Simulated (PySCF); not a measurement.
**Towards the basis-set limit for HF**

An exercise on one series of results from a longer session: the logs are not shown, and one member is left open.

Method: CCSD(T) on RHF, no relativity in the base curves; scalar relativity is added as a correction; program: PySCF 2.14.0.

1 further run of the same task is left out (set aside as unsound or not needed).

The first run:

| Item | Value |
| --- | --- |
| molecule | HF |
| state | singlet, unpaired electrons none |
| smaller basis | H aug-cc-pVTZ, F aug-cc-pVTZ |
| larger basis | H aug-cc-pVQZ, F aug-cc-pVQZ |
| frozen core orbitals | 1 |
| extrapolation | correlation as n⁻³ (n = 3, 4), Hartree–Fock as (n+1)·exp(−9√n) |
| corrections | core–valence correlation, scalar relativity |
| distances (Å) | 0.8137, 0.8507, 0.8877, 0.9247, 0.9616, 1.0079, 1.0541 |
| masses (u) | 1.0078, 18.9984 |
| dissociation limit | H + F |

Run with:

```console
$ OMP_NUM_THREADS=4 python comp.py task.json out
```

Among the steps run: Coupled cluster at each distance.

One table of the session follows, with a row left open; its other results are not shown here.

It belongs to the step «Constants step by step». 

```
                   level  Re (Å)  ωe (cm⁻¹)  ωexe (cm⁻¹)  αe (cm⁻¹)  De (eV)
CCSD(T)/aug-cc-pVTZ(-PP)  0.9210     4124.9         87.5      0.766    6.039
CCSD(T)/aug-cc-pVQZ(-PP)  0.9177     4141.9         89.6      0.788    6.110
                  HF/CBS  0.8970     4472.5         84.3      0.749    4.219
                 MP2/CBS  0.9175     4145.9         88.9      0.787    6.363
                CCSD/CBS  0.9136     4200.9         89.6      0.787    6.064
             CCSD(T)/CBS  0.9165     4152.0         90.9      0.797    6.159
          CCSD(T)/CBS+CV       ?          ?            ?          ?        ?
       CCSD(T)/CBS+CV+SR  0.9160     4153.2         91.0      0.798    6.160
```

Estimate the missing values for CCSD(T)/CBS+CV.

The run gave: Re (Å): 0.9160; ωe (cm⁻¹): 4156.1; ωexe (cm⁻¹): 91.0; αe (cm⁻¹): 0.798; De (eV): 6.168.
